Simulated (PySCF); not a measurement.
**Working out the electron affinity of C**

C- [He] 2s2 2p3 (4S) → C [He] 2s2 2p2 (3P). All numbers are calculated (PySCF 2.14, the spin-free X2C one-electron Hamiltonian (Gaussian nucleus), in aug-cc-pCVTZ-DK with one added diffuse shell each of s, p, d, f type (8s7p5d3f, 75 functions)). Frozen: 1s2. Energies in hartree (1 hartree = 27.21139 eV):

```tsv
part	C- (lower)	C (upper)
UHF	-37.723388	-37.706814
CCSD correlation	-0.114491	-0.088840
(T)	-0.004904	-0.002224
```

**Question.** What does Hartree-Fock give?

**Answer.** (-37.706814) − (-37.723388) = 0.016574 hartree = 0.451 eV.

**Question.** What do CCSD and CCSD(T) give?

**Answer.** The CCSD correlation energies differ by 0.025651 hartree = 0.698 eV and the triples by 0.002680 hartree = 0.073 eV, so CCSD gives 1.149 eV and CCSD(T) 1.222 eV.

A first-order spin-orbit estimate adds -0.004 eV to CCSD(T) (valence), giving 1.218 eV against 1.262 eV (measured; photodetachment measurements, as compiled on the Wikipedia data page of electron affinities).

What remains against the reference includes basis incompleteness, the frozen core and higher excitations.
